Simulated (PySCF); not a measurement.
Al(Cl)3 anion (AlCl₃), SMILES [Cl][Al]([Cl])[Cl] (connectivity only; charge and spin as stated), charge -1, multiplicity 2.

Geometry optimised at PBE0-D3(BJ)/def2-SVPD. The multiplicity is an assumed one; other spin states were not compared. The isomer is the one that the SMILES or the coordinates give; other isomers of the formula were not compared.

Level of theory: M06-2X/def2-TZVPD (PySCF).

Computed frontier levels, dipole moment and polarisability:
```
Property                                                            Value
------------------------------------------------  -----------------------
α spin, highest occupied and lowest empty level         -1.66 and 3.32 eV
β spin, highest occupied and lowest empty level         -5.43 and 0.57 eV
dipole moment about the centre of nuclear charge                   0.14 D
mean static polarisability                          94.5 bohr³ (14.01 Å³)
polarisability, principal values                   88.5, 97.6, 97.6 bohr³
⟨S²⟩                                              0.752 (pure state 0.75)
```
